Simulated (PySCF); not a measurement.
**Spin-Hamiltonian simulation**

Molecule: SMILES [H]/N=C(\C)[C@H](C)F, C₄H₈FN.

Geometry:
| atom | x (Å) | y (Å) | z (Å) |
| --- | --- | --- | --- |
| C1 | -1.707 | -0.238 | -0.101 |
| C2 | -0.462 | 0.209 | 0.600 |
| N3 | -0.342 | 1.155 | 1.420 |
| C4 | 0.803 | -0.549 | 0.259 |
| C5 | 1.616 | 0.203 | -0.789 |
| F6 | 0.493 | -1.807 | -0.226 |
| H7 | -1.540 | -0.259 | -1.177 |
| H8 | -2.544 | 0.420 | 0.126 |
| H9 | -1.949 | -1.253 | 0.210 |
| H10 | -1.199 | 1.672 | 1.609 |
| H11 | 1.397 | -0.705 | 1.166 |
| H12 | 2.514 | -0.359 | -1.032 |
| H13 | 1.889 | 1.175 | -0.392 |
| H14 | 1.029 | 0.335 | -1.696 |

PySCF 2.14 calculation with PBE0/pcSseg-1 with gauge-including orbitals, J couplings at B3LYP/pcJ-1 (spin–dipole term only in couplings to heteroatoms) and geometry: GFN2-xTB; in vacuum, non-relativistic Hamiltonian, one averaged value for each set of equivalent atoms, one computed conformer.

Referencing at the same level of theory: ¹H (σref 31.72) vs TMS.

Shifts (ppm): F6 -216.4, H7/H8/H9 2.12, H11 5.24, H12/H13/H14 1.49.
Couplings (Hz): F6–H7, F6–H8, F6–H9: 6.6; F6–H11: 59.3; F6–H12, F6–H13, F6–H14: 22.7; H7–H8, H7–H9, H8–H9: -15.3; H7–H11, H8–H11, H9–H11: -0.6; H11–H12, H11–H13, H11–H14: 7.1; H12–H13, H12–H14, H13–H14: -13.6.

The 8-spin Hamiltonian (Zeeman plus full scalar coupling among like nuclei) was diagonalised exactly; lines are Lorentzian, 0.5 Hz wide, and the maxima above 3 % are listed with the tallest set to 100.

(1) Give the ¹H peak list of this spin system at 90 MHz.

(2) And at 400 MHz?

(3) Among coupled protons with different shifts, which pair is furthest from first order, and how does the field change that?

## Answers

(1) 
δ in ppm (height): 5.692 (3), 5.686 (3), 5.613 (9), 5.607 (9), 5.534 (9), 5.528 (9), 5.456 (4), 5.449 (4), 5.033 (3), 5.027 (3), 4.954 (9), 4.948 (9), 4.875 (9), 4.869 (9), 4.797 (4), 4.791 (4), 2.160 (100), 2.153 (100), 2.087 (100), 2.080 (100), 1.655 (85), 1.576 (82), 1.403 (85), 1.324 (81)

(2) 
```
    Hz    ppm  height
2136.6  5.341       3
2136.1  5.340       3
2130.1  5.325       4
2129.5  5.324      10
2129.0  5.322      10
2128.4  5.321       4
2123.0  5.307       4
2122.4  5.306      10
2121.8  5.305      10
2121.3  5.303       4
2115.3  5.288       3
2114.8  5.287       3
2077.3  5.193       3
2076.8  5.192       3
2070.8  5.177       4
2070.2  5.176      10
2069.7  5.174      10
2069.1  5.173       4
2063.7  5.159       4
2063.1  5.158      10
2062.6  5.156      10
2062.0  5.155       4
2056.0  5.140       3
2055.5  5.139       3
 851.6  2.129     100
 851.0  2.127     100
 845.0  2.112     100
 844.4  2.111     100
 610.9  1.527      87
 603.8  1.510      86
 588.2  1.471      87
 581.1  1.453      86
```

(3) H11 and H12: Δν/J is about 47.5 at 90 MHz (close to first order) and 211.3 at 400 MHz (close to first order). J in Hz doesn't depend on the field, while Δν in Hz grows in proportion to it.

OH/NH shifts are gas-phase values; hydrogen bonding in solution moves them, usually downfield. Unscaled 3J(H,H) at this level run about 10 % above measured values.
